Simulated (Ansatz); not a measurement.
Geometry optimisation, RKS B3LYP/def2-SVP (Ansatz 0.2.0).

The input (input.yaml):

```yaml
crystal:
  periodic: [false, false, false]
  atoms:
    - { symbol: C, position_ang: [-1.8607, -0.3654, -0.397] }
    - { symbol: C, position_ang: [-0.6079, -1.1062, -0.3532] }
    - { symbol: "N", position_ang: [0.3731, -0.4894, 0.492] }
    - { symbol: C, position_ang: [1.493, -1.36126, 0.93542] }
    - { symbol: "N", position_ang: [2.31373, -0.5078, 1.64028] }
    - { symbol: H, position_ang: [-1.7781, 0.6707, -0.8881] }
    - { symbol: H, position_ang: [-2.292, -0.159, 0.5982] }
    - { symbol: H, position_ang: [-2.6144, -0.8594, -0.9957] }
    - { symbol: H, position_ang: [-0.2074, -1.2455, -1.3213] }
    - { symbol: H, position_ang: [-0.8193, -2.0974, 0.0753] }
    - { symbol: H, position_ang: [0.78792, 0.36163, 0.06166] }
    - { symbol: H, position_ang: [1.14308, -2.1835, 1.48756] }
    - { symbol: H, position_ang: [2.02545, -1.74322, -0.05906] }
    - { symbol: H, position_ang: [1.74594, -0.05121, 2.32493] }
    - { symbol: H, position_ang: [2.99371, -1.05327, 2.13294] }
basis:
  gaussian: { orbitals: def2-SVP }
hamiltonian:
  xc: b3lyp
relax:
  f_tol: 0.015
  max_steps: 40
```

Command:

```bash
$ ansatz run input.yaml --threads 2 --pin off --max-ram 3072MiB --backend cpu --events-out ev --progress --plain --runs-dir out
```

Q: Where does it end, and by what steps?

A: It converged. The force dipped under the threshold on the way, but the program's further checks kept it going. After 7 steps the energy has fallen by 0.660 eV; H14 moved furthest, 0.44 Å.

| step | energy less start (eV) | largest force component (eV/Å) | accepted |
| --- | --- | --- | --- |
| 0 | 0.0000 | 4.938 | yes |
| 1 | -0.5525 | 1.534 | yes |
| 2 | -0.6280 | 0.806 | yes |
| 3 | -0.5470 | 1.525 | no |
| 4 | -0.6560 | 0.080 | yes |
| 5 | -0.6591 | 0.042 | yes |
| 6 | -0.6597 | 0.012 | yes |
| 7 | -0.6599 | 0.014 | yes |

```xyz
15
Properties=species:S:1:pos:R:3
C -1.898 -0.303 -0.504
C -0.668 -1.174 -0.272
N 0.297 -0.510 0.586
C 1.487 -1.274 0.890
N 2.356 -0.464 1.723
H -1.630 0.632 -1.025
H -2.367 -0.030 0.455
H -2.643 -0.826 -1.125
H -0.238 -1.476 -1.256
H -0.973 -2.116 0.220
H 0.581 0.388 0.194
H 1.153 -2.231 1.352
H 2.071 -1.565 -0.016
H 1.921 -0.312 2.633
H 3.249 -0.929 1.880
```

Whether the end is a true minimum wasn't checked by a vibrational analysis.

Time of the run: 26 s on 2 threads of Arm Neoverse V2, on a shared host, peak memory 0.28 GiB.
